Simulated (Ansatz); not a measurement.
Cartesian coordinates (Å):
```xyz
9

C     -1.3527    -0.0736    -0.2504
S      0.0018     1.1017    -0.4363
C      1.3528     0.1139     0.2339
H     -2.2598     0.4162    -0.6317
H     -1.1778    -0.9898    -0.8358
H     -1.5168    -0.3394     0.8057
H      1.1760    -0.1531     1.2876
H      2.2616     0.7295     0.1779
H      1.5151    -0.8031    -0.3540
```
Charge +1, spin multiplicity 2.

Level of theory: frozen-core CCSD(T)/def2-TZVPP // PBE0-D4/def2-SVP (Ansatz, a first-principles code). The geometry is that of the parent before the electron was removed.

```yaml
HF energy: -476.51934 Ha
MP2 correlation energy: -0.49611 Ha
```

Task: Estimate the CCSD correlation energy, the (T) correction, the total energy and the T1 diagnostic.

Result: 
```
Item                             Value
-----------------------  -------------
CCSD correlation energy    -0.54375 Ha
(T) correction             -0.02179 Ha
CCSD(T) total energy     -477.08488 Ha
T1 diagnostic                    0.015
```
